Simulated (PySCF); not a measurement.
# Level sweep

Species: HPO.
Geometry (PBE0-D3(BJ)/def2-SVP, Å), atoms numbered from 1 in this order:
```
atom  x, y, z in Å
O1     1.1922   -0.2937   -0.0011
P2    -0.0049    0.6022   -0.0267
H3    -1.1643   -0.3135    0.0028
```

PySCF, dipoles from the SCF density, polarisabilities from static response with core orbitals frozen. Geometry: PBE0-D3(BJ)/def2-SVP; no solvent, vibrations or thermal averaging.

Reference dipole: 2.629 D (computed, CCSD(T)/CBS, all electrons, equilibrium geometry, gas; Hait, Head-Gordon, J. Chem. Theory Comput. 14 (2018) 1969). The anisotropy is √(½[(α1 − α2)² + (α2 − α3)² + (α3 − α1)²]).

| level | μ (D) | error (%) | α (au) | anisotropy (au) |
| --- | --- | --- | --- | --- |
| LDA/def2-SVPD | 2.260 | -14.0 | 28.84 | 10.08 |
| PBE/def2-SVPD | 2.180 | -17.1 | 28.66 | 9.93 |
| B3LYP/def2-SVPD | 2.414 | -8.2 | 28.06 | 9.54 |
| PBE0/def2-SVPD | 2.396 | -8.9 | 27.86 | 9.23 |
| BHandHLYP/def2-SVPD | 2.656 | +1.0 | 27.27 | 8.88 |
| CAM-B3LYP/def2-SVPD | 2.537 | -3.5 | 27.77 | 9.31 |
| wB97X-D/def2-SVPD | 2.448 | -6.9 | 27.87 | 9.02 |
| LC-wPBE/def2-SVPD | 2.533 | -3.6 | 27.39 | 8.92 |
| HF/def2-SVPD | 2.935 | +11.6 | 26.67 | 8.06 |
| PBE0/6-31G* | 2.189 | -16.7 | 20.71 | 10.76 |
| PBE0/def2-SVP | 2.248 | -14.5 | 21.11 | 11.82 |
| PBE0/6-31+G* | 2.521 | -4.1 | 23.92 | 13.29 |
| PBE0/aug-cc-pVDZ | 2.290 | -12.9 | 28.22 | 10.05 |
| PBE0/def2-TZVP | 2.377 | -9.6 | 24.54 | 11.23 |
| PBE0/def2-TZVPD | 2.345 | -10.8 | 28.61 | 9.22 |
| PBE0/aug-cc-pVTZ | 2.333 | -11.3 | 28.77 | 9.45 |

For the dipole, the smallest error is 1.0% (BHandHLYP/def2-SVPD) and the largest 17.1% (PBE/def2-SVPD). The dipole runs from 2.18 D (PBE/def2-SVPD) to 2.93 D (HF/def2-SVPD). No reference polarisability is at hand; against PBE0 in the largest diffuse basis at hand (aug-cc-pVTZ) the other PBE0 rows deviate by 6-31G* -28%, def2-SVP -27%, 6-31+G* -17%, def2-SVPD -3%, aug-cc-pVDZ -2%, def2-TZVP -15%, def2-TZVPD -1%. In one basis (def2-SVPD) the functionals order the polarisability from HF (lowest) to LDA (highest), a spread of 8%. With PBE0 the polarisability is 22.12 au without diffuse functions (mean of 6-31G*, def2-SVP and def2-TZVP) and 27.48 au with them (mean of 6-31+G*, def2-SVPD, aug-cc-pVDZ, def2-TZVPD and aug-cc-pVTZ).
